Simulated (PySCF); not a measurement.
H6SSi2.
Atom-mapped SMILES: `[SiH3:1][S:2][SiH3:3]` (hydrogens: H4, H5, H6 on Si1; H7, H8, H9 on Si3)

The same species was optimised twice, with GFN2-xTB and with PBE0-D3(BJ)/def2-SVP (PySCF), and the same property calculations (PySCF, gas phase) were run on both structures.

```
    coordinate  GFN2-xTB  PBE0-D3(BJ)/def2-SVP  change
    Si3–H8 (Å)     1.451                 1.490  +0.039
    Si3–H7 (Å)     1.458                 1.493  +0.035
    Si3–H9 (Å)     1.458                 1.493  +0.035
    Si1–S2 (Å)     2.145                 2.156  +0.011
    S2–Si3 (Å)     2.145                 2.152  +0.007
Si1–S2–Si3 (°)     104.1                  98.9    -5.2
 H8–Si3–H9 (°)     113.1                 110.0    -3.1
 H7–Si3–H8 (°)     112.9                 109.9    -3.0
 S2–Si3–H7 (°)     108.5                 111.4    +2.9
 S2–Si3–H9 (°)     108.5                 111.3    +2.8
 S2–Si3–H8 (°)     103.2                 105.5    +2.3
 H7–Si3–H9 (°)     110.2                 108.7    -1.5
```

Rotational constants: A = 10467, B = 2623, C = 2203 MHz (GFN2-xTB) against A = 9470, B = 2766, C = 2254 MHz (PBE0-D3(BJ)/def2-SVP). Atoms that the bonding makes alike are paired by their places after alignment. End groups have turned between the structures, so H4, H5, H6 are left out of the comparison.

On the GFN2-xTB structure: lowest singlet, TDDFT (eV) 5.63 [PBE0/def2-SVPD]; lowest triplet, Tamm–Dancoff (eV) 5.29 [PBE0/def2-SVPD]; isotropic polarisability (au) 76.3 [PBE0/def2-SVPD]; HOMO (eV) -7.30 [PBE0/def2-SVPD]; LUMO (eV) -0.37 [PBE0/def2-SVPD]; dipole (D) 1.29 [PBE0/def2-SVPD]; HOMO (eV) -7.31 [PBE0/pcSseg-1]; LUMO (eV) -0.28 [PBE0/pcSseg-1]; dipole (D) 1.66 [PBE0/pcSseg-1]; GIAO shielding of Si1/Si3 (mean) (ppm) 405.0 [PBE0/pcSseg-1]; GIAO shielding of S2 (ppm) 856.5 [PBE0/pcSseg-1].

Problem. What do these properties become on the PBE0-D3(BJ)/def2-SVP structure?

Solution. 
| property | level | on GFN2-xTB | on PBE0-D3(BJ)/def2-SVP | change |
| --- | --- | --- | --- | --- |
| lowest singlet, TDDFT (eV) | PBE0/def2-SVPD | 5.63 | 5.70 | +0.07 |
| lowest triplet, Tamm–Dancoff (eV) | PBE0/def2-SVPD | 5.29 | 5.31 | +0.02 |
| isotropic polarisability (au) | PBE0/def2-SVPD | 76.3 | 78.1 | +1.8 |
| HOMO (eV) | PBE0/def2-SVPD | -7.30 | -7.48 | -0.18 |
| LUMO (eV) | PBE0/def2-SVPD | -0.37 | -0.45 | -0.08 |
| dipole (D) | PBE0/def2-SVPD | 1.29 | 1.05 | -0.24 |
| energy, GFN2-xTB geometry as zero (kcal/mol) | PBE0/def2-SVPD | 0.0 | -2.3 | -2.3 |
| HOMO (eV) | PBE0/pcSseg-1 | -7.31 | -7.50 | -0.19 |
| LUMO (eV) | PBE0/pcSseg-1 | -0.28 | -0.36 | -0.08 |
| dipole (D) | PBE0/pcSseg-1 | 1.66 | 1.42 | -0.24 |
| energy, GFN2-xTB geometry as zero (kcal/mol) | PBE0/pcSseg-1 | 0.0 | -1.6 | -1.6 |
| GIAO shielding of Si1/Si3 (mean) (ppm) | PBE0/pcSseg-1 | 405.0 | 396.1 | -8.9 |
| GIAO shielding of S2 (ppm) | PBE0/pcSseg-1 | 856.5 | 883.9 | +27.4 |

The heavy atoms differ by 0.060 Å rms after alignment. Among the bonds compared Si3–H8 changes most (+0.039 Å). Changes are differences of the printed values. Neither structure is proved a minimum here.
